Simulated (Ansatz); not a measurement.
in.yaml

```yaml
crystal:
  periodic: [false, false, false]
  atoms:
    - {symbol: B, position_ang: [0.000000, -0.122560, 1.338559]}
    - {symbol: Al, position_ang: [0.000000, 0.085480, -0.483290]}
    - {symbol: H, position_ang: [0.000000, -0.973652, -1.419993]}
basis:
  gaussian: {orbitals: 6-31G}
magnetization: {spin_polarized: true, initial_magnetization: 1}
correlation: {method: ccsdtq, electrons: outside_noble_gas}
```

```sh
$ ansatz run in.yaml --threads 1 --pin off --events-out ev --progress --plain --max-ram 2393MiB
```

Problem. Roughly how long does this take on 1 thread of Arm Neoverse V1, shared host, and how much host memory?

Solution. 50 s wall and 0.17 GiB.

```
509 factors; integrals over basis functions are off by at most 1.7e-7 eV
mean field evaluation 1: about -7262.0039 eV, gradient 5.9e0 eV
mean field evaluation 2: about -7262.0082 eV, gradient 5.9e0 eV
mean field evaluation 4: about -7262.6718 eV, gradient 1.3e0 eV
mean field evaluation 8: about -7262.6689 eV, gradient 2.1e-1 eV
mean field evaluation 16: about -7264.0677 eV, gradient 2.6e-4 eV
mean field evaluation 32: about -7264.0677 eV, gradient 5.5e-5 eV
mean field evaluation 64: about -7262.6740 eV, gradient 3.6e-3 eV
mean field evaluation 96: about -7258.1166 eV, gradient 1.5e1 eV
mean field evaluation 128: about -7263.6648 eV, gradient 3.3e-1 eV
mean field evaluation 160: about -7261.2455 eV, gradient 6.0e0 eV
...
cycle   1  -2.08342286 eV  update   9.1e-7
cycle   2  -2.08342271 eV  change    1.6e-7 eV  update   8.5e-7
cycle   3  -2.08342260 eV  change    1.0e-7 eV  update   8.4e-7
cycle   4  -2.08342303 eV  change   -4.3e-7 eV  update   8.3e-7
cycle   5  -2.08342348 eV  change   -4.5e-7 eV  update   8.3e-7
cycle   6  -2.08342418 eV  change   -7.0e-7 eV  update   8.3e-7
cycle   7  -2.08342544 eV  change   -1.3e-6 eV  update   8.0e-7
cycle   8  -2.08342643 eV  change   -9.8e-7 eV  update   7.5e-7
cycle   9  -2.08342715 eV  change   -7.3e-7 eV  update   6.9e-7
cycle  10  -2.08342766 eV  change   -5.1e-7 eV  update   5.7e-7
Total energy: -7266.15112434 eV, -267.0261286454 hartree
```

For the same geometry and basis full CI lies 1.7 meV lower.
